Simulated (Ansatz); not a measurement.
**AlHCl+ (triplet): from Hartree-Fock to the top rungs, cc-pVTZ**

The task here is to estimate one member of a computed series from the others.

The runs use Ansatz 0.2.0, Gaussian basis; cc-pVTZ, core rule «outside noble gas», up to 10 orbitals frozen.

The runs, in order: UHF; CCSD(T) on ROHF; CCSD(T) on UHF; BCCD(T) on ROHF; CCSDT(Q) on ROHF; CCSDT(Q) on UHF.

14 further runs of the same task are left out: 12 for a known fault of the program, 2 set aside as unsound or not needed.

## What is computed

The geometry is a PBE0/def2-TZVP stationary point (not a proven minimum) of the parent state, kept for this charge and spin.

3 atoms, charge 1, spin multiplicity 3.

Atoms are counted from 1 here; the program's logs count them from 0.

Bond lengths: Al1–Cl2 2.197 Å, Al1–H3 1.817 Å. Angles: Cl2–Al1–H3 63.0°.

Set-up of the first run:

in.yaml reads:

```yaml
crystal:
  periodic: [false, false, false]
  atoms:
    - {symbol: Al, position_ang: [0.000000, -0.050236, 1.239922]}
    - {symbol: Cl, position_ang: [0.000000, -0.006816, -0.956330]}
    - {symbol: H, position_ang: [0.000000, 1.584516, 0.446218]}
basis:
  gaussian: {orbitals: cc-pVTZ}
total_charge: 1
magnetization: {spin_polarized: true, initial_magnetization: 2}
hamiltonian: {xc: hf}
output: {orbitals: {seedname: orbitals}}
```

Command:

```
> ansatz run in.yaml --threads 1 --pin off --events-out ev --progress --plain --max-ram 4096MiB --backend cpu
```

Among the steps run: UHF; CCSD(T) on ROHF; CCSD(T) on UHF; BCCD(T) on ROHF; CCSDT(Q) on ROHF; CCSDT(Q) on UHF.

One table of the session follows, with a row left open; its other results are not shown here.

```
   method  from UCCSDT(Q) (kJ/mol)
     ROHF                   +701.6
      UHF                   +682.5
     RMP2                    +96.4
     UMP2                    +97.9
    RCCSD                    +35.7
    UCCSD                        ?
 RCCSD(T)                     +4.4
 UCCSD(T)                     +4.6
  BCCD(T)                     +4.7
   RCCSDT                     +2.0
   UCCSDT                     +1.8
RCCSDT(Q)                     +0.3
UCCSDT(Q)                        0
```

Estimate the missing values for UCCSD.

As computed: from UCCSDT(Q) (kJ/mol): +34.3. In the column «from UCCSDT(Q) (kJ/mol)» it lies between BCCD(T) (+4.7) and RCCSD (+35.7).

Caveats from the session: Restricted and unrestricted rows rest on different reference determinants; where their highest levels disagree by more than a few hundredths of an eV, they describe different states and don't form one ladder.
